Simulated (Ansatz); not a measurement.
# AlH7OSi: how energies converge with the basis set

An exercise on one series of results from a longer session: the logs are not shown, and one member is left open.

Computed with Ansatz 0.2.0, Gaussian basis. Level: one geometry, several basis sets.

Levels to be run: PBE0-D4/def2-SVP; ωB97M-V/def2-SVP; PBE0-D4/def2-QZVPP; ωB97M-V/def2-QZVPP; CCSD(T)/cc-pV(D+d)Z; CCSD(T)/cc-pV(T+d)Z; CCSD(T)/cc-pV(Q+d)Z; the functionals' def2-TZVPP values are taken from earlier runs.

### The geometry

All runs share one geometry, relaxed beforehand with PBE0-D4 in a triple-zeta def2 set.

SMILES `[AlH3-][OH+][SiH3]`, 10 atoms, charge 0, spin multiplicity 1.

Atoms are counted from 1 here; the program's logs count them from 0.

Bond lengths: Al1–O2 1.971 Å, Al1–H4 1.595 Å, Al1–H5 1.595 Å, Al1–H6 1.615 Å, O2–Si3 1.703 Å, O2–H7 0.960 Å, Si3–H8 1.474 Å, Si3–H9 1.474 Å, Si3–H10 1.486 Å. Angles: O2–Al1–H4 103.4°, O2–Al1–H5 103.2°, O2–Al1–H6 88.5°, H4–Al1–H5 118.6°, H4–Al1–H6 117.5°, H5–Al1–H6 117.5°, Al1–O2–Si3 116.9°, Al1–O2–H7 124.4°, Si3–O2–H7 118.6°, O2–Si3–H8 109.3°, O2–Si3–H9 109.5°, O2–Si3–H10 103.0°, H8–Si3–H9 113.4°, H8–Si3–H10 110.6°, H9–Si3–H10 110.5°.

Set-up of the first run:

The input, in.yaml:

```yaml
crystal:
  periodic: [false, false, false]
  atoms:
    - {symbol: Al, position_ang: [-1.137698, 0.826815, -0.907834]}
    - {symbol: O, position_ang: [0.615320, 0.029719, -0.485916]}
    - {symbol: Si, position_ang: [0.760110, -0.764063, 1.014334]}
    - {symbol: H, position_ang: [-1.595050, 0.043657, -2.219897]}
    - {symbol: H, position_ang: [-0.812811, 2.384378, -1.023513]}
    - {symbol: H, position_ang: [-1.679009, 0.282387, 0.512451]}
    - {symbol: H, position_ang: [1.387654, 0.084845, -1.053465]}
    - {symbol: H, position_ang: [-0.159411, -1.915367, 1.047814]}
    - {symbol: H, position_ang: [0.530338, 0.200187, 2.105270]}
    - {symbol: H, position_ang: [2.173757, -1.223660, 1.013756]}
basis:
  gaussian: {orbitals: def2-SVP}
hamiltonian: {xc: pbe0, dispersion: d4}
output: {orbitals: {seedname: orbitals}}
```

Command:

```sh
> ansatz run in.yaml --threads 2 --pin off --events-out ev --progress --plain --max-ram 32768MiB --backend cpu
```

Among the steps run: PBE0-D4 in def2-SVP; ωB97M-V in def2-SVP; PBE0-D4 in def2-QZVPP; ωB97M-V in def2-QZVPP.

One table of the session follows, with a row left open; its other results are not shown here.

| functional | basis | HOMO (eV) |
| --- | --- | --- |
| PBE0-D4 | def2-SVP | ? |
| PBE0-D4 | def2-TZVPP | -7.56 |
| PBE0-D4 | def2-QZVPP | -7.56 |
| ωB97M-V | def2-SVP | -9.68 |
| ωB97M-V | def2-TZVPP | -9.80 |
| ωB97M-V | def2-QZVPP | -9.81 |

Q: Estimate the row for PBE0-D4, def2-SVP from the others.

As computed: HOMO (eV): -7.50. In the column «HOMO (eV)» it is the highest.
